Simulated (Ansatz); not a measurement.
# Relative stability

The two ends of one reaction step of CH5FSi, closed shell (PBE0-D4/def2-TZVP).

A:

Si1  (-1.104, 0.231, 0.334)
F2  (1.234, -1.806, -1.106)
C3  (0.517, 0.746, 0.249)
H4  (0.943, -1.020, -0.676)
H5  (-2.073, 0.489, -0.750)
H6  (-1.620, -0.569, 1.463)
H7  (0.885, 1.353, -0.571)
H8  (1.218, 0.575, 1.058)
(Å)

B:

```json
{"atom": "Si1", "x (Å)": "-0.7469", "y (Å)": "-0.4407", "z (Å)": "-0.0593"}
{"atom": "F2", "x (Å)": "-0.3919", "y (Å)": "-1.9912", "z (Å)": "-0.2675"}
{"atom": "C3", "x (Å)": "0.8215", "y (Å)": "0.5379", "z (Å)": "0.0723"}
{"atom": "H4", "x (Å)": "1.4226", "y (Å)": "0.4410", "z (Å)": "-0.8345"}
{"atom": "H5", "x (Å)": "-1.5584", "y (Å)": "-0.0135", "z (Å)": "-1.2271"}
{"atom": "H6", "x (Å)": "-1.5586", "y (Å)": "-0.3366", "z (Å)": "1.1797"}
{"atom": "H7", "x (Å)": "0.5896", "y (Å)": "1.5973", "z (Å)": "0.2143"}
{"atom": "H8", "x (Å)": "1.4222", "y (Å)": "0.2057", "z (Å)": "0.9220"}
```

Computed with Ansatz 0.2.0 (basis: def2-TZVPP); correlated methods freeze the cores. B3LYP uses VWN-RPA correlation.

Which structure is lower at CCSD(T), and by how much? (To be estimated.)

The calculation gives: B, by 79.55 kcal/mol (electronic energy, against the other). By their contacts, A is a complex of CH₄Si ([CH2][SiH2]) + HF and B is CH₅FSi ([CH3][SiH2][F]).

All methods give the same order:

```tsv
method	E(B) − E(A) (kcal/mol)
SPW92	-76.95
PBE-D4	-74.51
BLYP-D4	-73.89
r2SCAN-D4	-80.98
B97M-V	-82.21
PBE0-D4	-79.65
B3LYP-D4	-78.52
r2SCAN0-D4	-83.66
BHLYP-D4	-84.66
CAM-B3LYP-D4	-82.35
wB97X-V	-83.75
wB97M-V	-81.30
B2PLYP	-80.11
PBE-QIDH	-83.23
RPA on PBE	-78.29
HF	-89.87
MP2	-80.98
CCSD	-81.68
CCSD(T)	-79.55
```

No T1 diagnostic of these runs exceeds 0.013. The restricted Hartree–Fock reference is unstable towards an unrestricted one at one or more of these structures.

Labels in which every atom is bracketed show which atoms are joined, not bond orders.

For scale, one of the runs: CCSD(T)/def2-TZVPP, 174 basis functions, launched by `ansatz run in.yaml --threads 2 --pin off --events-out ev --progress --plain --max-ram 4352MiB`. Time: 10 s of wall clock on 2 CPU threads of an Intel Xeon 6975P-C; the host was shared. Peak host memory: 1.7 GiB.
